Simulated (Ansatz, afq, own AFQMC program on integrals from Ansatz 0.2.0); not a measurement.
**Al2H2, triplet → Al2H2⁺, quartet**

| atom | x (Å) | y (Å) | z (Å) |
| --- | --- | --- | --- |
| Al | 0.0000 | 0.0000 | 1.1500 |
| Al | 0.0000 | 0.0000 | -1.1500 |
| H | 0.0000 | 0.0000 | 2.7245 |
| H | 0.0000 | 0.0000 | -2.7245 |

Connectivity, by distances: AlH–AlH.

E(quartet, charge +1) − E(triplet, charge +0) at this geometry, on UHF and UHF determinants.

Basis cc-pVDZ. Noble-gas cores (and the filled d shells of Ga–Kr and In–Xe) are frozen. Integrals, coupled cluster, full CI and functionals: Ansatz 0.2.0; the random walks run on the same integrals in our own AFQMC program. ph-AFQMC/CISD is guided by a CISD state made of CCSD amplitudes; releasing the constraint for a short imaginary time cuts its bias at the price of noise, slowly where states lie close. Error bars are statistical, one sigma. The errors of all members are added in quadrature.

No full CI on the walks' own integrals is used here; CCSDT(Q) serves as the reference and is uncertain by about the last step of the cluster series. Each member takes its own surest rung, up to full CI.

The best estimate is CCSD(T) at the basis-set limit (CBS: def2-TZVPP and def2-QZVPP, with their diffuse functions for anions and beside diffuse sets, CCSD(T) itself extrapolated) plus the step from CCSD(T) to CCSDT(Q) in cc-pVDZ. Rows without CBS are in cc-pVDZ, the functionals in def2-TZVP; B2PLYP and the wave-function rows carry a basis error of their own. Core correlation and relativity beyond core potentials are missing, and ± holds the sampling alone.

Cautions: Al₂H₂ (triplet): the released energies are still falling, so no released level is given (meV from the phaseless value at times in 1/Eh: -2.5 ± 1.6 at 0.24, -6.2 ± 1.4 at 0.51, -9.0 ± 1.3 at 0.99, -13.0 ± 1.2 at 1.62, -16.4 ± 2.1 at 2.40), though the last usable value meets CCSDT(Q) within the noise, its ph-AFQMC/CISD value lies 18.6 ± 2.1 meV above CCSDT(Q); Al₂H₂⁺ (quartet): another spin lies lower, raised T1 diagnostic (T1 0.046, weight of the determinant 0.87, largest double 0.08), the released energies are still falling, so no released level is given (meV from the phaseless value at times in 1/Eh: -6 ± 3 at 0.24, -8.9 ± 2.1 at 0.51, -11 ± 3 at 0.99, -17.6 ± 1.8 at 1.62, -22 ± 3 at 2.40), its ph-AFQMC/CISD value lies 31 ± 3 meV above CCSDTQ; this isn't the first ionization; core correlation is missing, and it shifts such a gap most where an s electron is promoted.

Best estimate: 10.098 eV.

| level | vertical ionization energy (eV) | error against the best estimate (eV) |
| --- | --- | --- |
| HF | 9.181 | -0.917 |
| MP2 | 9.905 | -0.193 |
| CCSD | 9.884 | -0.214 |
| CCSD(T) | 9.909 | -0.189 |
| CCSDT | 9.900 | -0.198 |
| CCSDT(Q) | 9.902 | -0.196 |
| ph-AFQMC/CISD | 9.914 ± 0.004 | -0.184 ± 0.004 |
| HF/CBS | 8.968 | -1.130 |
| MP2/CBS | 10.090 | -0.007 |
| CCSD(T)/CBS | 10.105 | 0.008 |
| PBE | 9.856 | -0.242 |
| r2SCAN | 9.913 | -0.185 |
| PBE0 | 10.000 | -0.098 |
| B3LYP | 10.086 | -0.012 |
| wB97M-V | 10.216 | 0.118 |
| B2PLYP | 10.061 | -0.036 |

Correlation beyond CCSD(T) takes off 0.008 eV. Going to the basis-set limit adds 0.197 eV at CCSD(T). The perturbative (T) step is worth +0.025 eV.

Best estimates are given only where the step beyond CCSD(T) is under 0.3 eV and no member's determinant is very poor (T1 over 0.05, or 0.07 for open shells, ⟨S²⟩ too high by 0.3, two states mixed), so the hardest cases are missing from such tables.

The functionals ran in a triple-zeta set and keep a basis error of their own, a few kJ/mol for each bond in atomization energies and more for double hybrids, so close places among them and the extrapolated levels can swap.

CCSDT and higher add their correlation energy to the determinant of the CCSD(T) run, since their own runs factorise the integrals more tightly (a shift of under 2 meV). Each member of a difference takes its own highest rung, so a best estimate needn't equal the limit plus the step of one row. A walk keeps the symmetry of its determinant, which the program's search chose and which needn't be the lowest solution, so a lower state of the same spin and another symmetry isn't excluded.
